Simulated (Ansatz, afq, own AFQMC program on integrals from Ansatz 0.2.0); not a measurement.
C₂H₇, doublet in cc-pVDZ, levels against CCSDT(Q)

```xyz
9

C    -1.2214    0.0000    0.0000
H    -1.5846    1.0273    0.0000
H    -1.5846   -0.5137    0.8897
H    -1.5846   -0.5137   -0.8897
H     0.1916    0.0000    0.0000
C     1.2816    0.0000    0.0000
H     1.2816   -1.0800    0.0000
H     1.2816    0.5400    0.9353
H     1.2816    0.5400   -0.9353
```

Basis cc-pVDZ. Only valence electrons are correlated. Integrals, coupled cluster, full CI and functionals: Ansatz 0.2.0; the random walks run on the same integrals in our own AFQMC program. The CISD trial takes its coefficients from CCSD amplitudes. Released means that phaseless walkers are propagated on without the constraint, phases kept. ± is one standard error of the sampling.

Determinant: UHF, the one that the program's search chose, which needn't be the lowest solution. The geometry is a point of a scan.

No full CI on the walks' own integrals is used here; CCSDT(Q) serves as the reference and is uncertain by about the last step of the cluster series.

* T1 diagnostic: 0.0109
* weight of the determinant in the CISD state: 0.871
* ⟨S²⟩ of the determinant: 0.777
* size of the correlated space: 15 electrons in 61 orbitals

```csv
level,correlation energy (eV)
MP2,-8.4210
CCSD,-9.6075
CCSD(T),-9.8437
```

Q: Estimate where phaseless AFQMC with the Hartree–Fock trial lies against CCSD(T) on the same integrals.

A: 44.9 ± 30.6 meV below CCSD(T). The gap is under twice the noise, so this walk alone can't tell the two apart.

Reference: CCSDT(Q), correlation energy -9.880 eV. The released energy is read at 1.50 1/Eh (meV from the phaseless value at times in 1/Eh: -3 ± 3 at 0.24, -4 ± 4 at 0.51, -8 ± 3 at 0.99, -6 ± 5 at 1.50).

```json
{"level": "CCSD(T)", "E − E(reference) (meV)": "36.1", "share of correlation (%)": "99.63"}
{"level": "CCSDT", "E − E(reference) (meV)": "11.3", "share of correlation (%)": "99.89"}
{"level": "ph-AFQMC/HF", "E − E(reference) (meV)": "-8.8 ± 30.6", "share of correlation (%)": "100.09"}
{"level": "ph-AFQMC/CISD", "E − E(reference) (meV)": "1.0 ± 4.5", "share of correlation (%)": "99.99"}
{"level": "released AFQMC", "E − E(reference) (meV)": "-5.2 ± 4.8", "share of correlation (%)": "100.05"}
```

A walk keeps the symmetry of its determinant, which the program's search chose and which needn't be the lowest solution, so a lower state of the same spin and another symmetry isn't excluded. Released energies are given only where the last usable release times agree within the noise; a slower fall can still hide under it.
